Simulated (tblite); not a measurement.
# C2H5ClN: the cost of one run

Programs: tblite 0.8.0 and PySCF 2.14.0. All values are calculated, for the isolated system unless a continuum is named. Atoms count from 0, parts from 1.

## 1. The system as given

9 atoms, charge 1, multiplicity 1; geometry: rigid parts in contact. Parts: 1 = atoms 0–6, `CC#[NH+]`, charge 1; 2 = atoms 7–8, `Cl`, charge 0.

## 2. Search for minima with GFN2-xTB

What the job is given:

```
{"job": {"kind": "dock", "xc": "GFN2-xTB", "basis": "xTB"}, "charge": 1, "multiplicity": 1, "parts": [{"atoms": "0-6", "charge": 1, "multiplicity": 1}, {"atoms": "7-8", "charge": 0, "multiplicity": 1}]}
C     -0.470006     0.754198    -0.164352
C      0.250779    -0.402700     0.087738
N      0.847983    -1.360970     0.296576
H     -0.508312     1.378183     0.735214
H      0.003546     1.325575    -0.970227
H     -1.493412     0.502917    -0.463766
H      1.369422    -2.197201     0.478817
Cl     1.023286    -2.719993     2.945811
H      1.298619    -3.964615     2.865838
```

With the program's defaults for keys left out, this is: GFN2-xTB search for minima from random contacts, gas phase.

Started as:

```console
$ OMP_NUM_THREADS=1 python cluster_run.py task.json out
```

This one command runs all jobs of the session in turn.

Q: Estimate the wall time of this first job on 1 thread of Arm Neoverse V2, shared host.

About 5 s.
